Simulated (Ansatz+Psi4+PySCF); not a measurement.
Values are calculated unless marked as measured or tabulated.
## Psi4 1.11 run

```
molecule {
0 1
F 0.000000 0.000000 -1.084790
Cl 0.000000 0.000000 2.233400
}

basis {
assign Cl cc-pV(T+d)Z
assign F cc-pVTZ
}
set reference uhf
set scf_type pk
set mp2_type conv
set cc_type conv
set num_frozen_docc 6
energy('mp2')
```

The input is written out from the run's settings.

Results

```yaml
Converged: yes
Reference_energy: -558.64789 hartree
Correlation_energy: -0.59030 hartree
Total_energy: -559.23819 hartree
Spin_squared_of_the_determinant: 0.000
Occupied_orbitals_by_symmetry_in_an_Abelian_subgroup_alpha;_beta: 7 A1 3 B1 3 B2; 7 A1 3 B1 3 B2
```

This is not the lowest solution: another run reaches a determinant 6.62 eV lower. Caution: bonds are stretched, where a single reference can fail.
